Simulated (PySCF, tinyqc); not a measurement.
Coupled-perturbed Hartree-Fock on RHF in the sto-3g basis, for CH+, spin multiplicity 1, step by step. The lowest restricted solution is unstable here: a spin-polarised one lies 0.0081 hartree lower (PySCF). One step of it, computed by the program tinyqc.

Task: Response to a field: uncoupled start. Field along y; U_ai = -mu_ai / (e_a - e_i), alpha = -4 sum U_ai mu_ai.

orbital energies (hartree): MO1 -11.645779, MO2 -1.131068, MO3 -0.775229, MO4 -0.246319, MO5 -0.246319, MO6 -0.078496

dipole integrals <a|y|i> (bohr):
```
          i1        i2         i3
a4  0.087492  0.797315  -0.217407
a5  0.015825  0.144210  -0.039322
a6  0.000000  0.000000   0.000000
```

Give: uncoupled U; uncoupled polarisability.

Result:

uncoupled U:
```
        i1      i2     i3
a4  -0.008  -0.901  0.411
a5  -0.001  -0.163  0.074
a6   0.000   0.000  0.000
```

uncoupled polarisability = 3.340 bohr^3
